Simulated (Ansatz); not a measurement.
# CAlP: the cost of one run

The runs use Ansatz 0.2.0, Gaussian basis; def2-QZVPP, core rule «outside noble gas», up to 11 orbitals frozen.

To be run: UHF; ROHF; CCSD(T) on UHF.

2 further runs of the same task are left out: 2 set aside as unsound or not needed.

### 1 The system

The geometry is a PBE0/def2-TZVP stationary point (not a proven minimum) of the parent state, kept for this charge and spin.

3 atoms, charge 1, spin multiplicity 2.

Atoms are counted from 1 here; the program's logs count them from 0.

Bond lengths: Al1–C3 1.984 Å, P2–C3 1.554 Å. Angles: Al1–C3–P2 180.0°.

### 2 UHF

The input, in.yaml:

```yaml
crystal:
  periodic: [false, false, false]
  atoms:
    - {symbol: Al, position_ang: [0.000000, 0.000000, 1.840546]}
    - {symbol: P, position_ang: [0.000000, 0.000000, -1.697047]}
    - {symbol: C, position_ang: [0.000000, 0.000000, -0.143499]}
basis:
  gaussian: {orbitals: "def2-QZVPP.json"}
total_charge: 1
magnetization: {spin_polarized: true, initial_magnetization: 1}
hamiltonian: {xc: hf}
output: {orbitals: {seedname: orbitals}}
```

Launch:

```sh
> ansatz run in.yaml --threads 1 --pin off --events-out ev --progress --plain --max-ram 2393MiB
```

Q: Estimate wall time and peak memory on 1 thread of Arm Neoverse V1, shared host.

About 33 s, with a peak of 0.54 GiB.
